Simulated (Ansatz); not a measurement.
**triplet AlP: levels of theory in one basis**

```xyz
2

Al    0.0000    0.0000   -1.1037
P     0.0000    0.0000    1.1037
```

Basis set: def2-SVP (spherical functions). Correlated methods keep 10 orbitals frozen. Correlation on ROHF uses semicanonical orbitals with singles. Charge 0, multiplicity 3.

Computed with Ansatz (development build ahead of 0.2.0); each method stands on the lowest determinant of its kind that the runs found.

| method | E − E(ROHF) (eV) | <S²> of the determinant |
| --- | --- | --- |
| ROHF | 0.00 | 2.00 |
| UHF | -0.16 | 2.21 |
| ROHF-MP2 | -3.22 | – |
| UHF-MP2 | -3.12 | 2.21 |
| ROHF-CCSD(T) | -4.15 | – |
| UHF-CCSD(T) | -4.17 | 2.21 |

(1) Is a single determinant a sound starting point here?

Answers

(1) Only with care. Unrestricted orbitals gain 0.16 eV and <S²> is 2.21 against 2.00 for a pure state, a contamination that matters most for the unrestricted series.

Caution: the determinant may break the point group. Caution for UHF, UHF-MP2, UHF-CCSD(T): the unrestricted determinant is spin contaminated. Caution for ROHF-CCSD(T), UHF-CCSD(T): another reference gives a lower total.
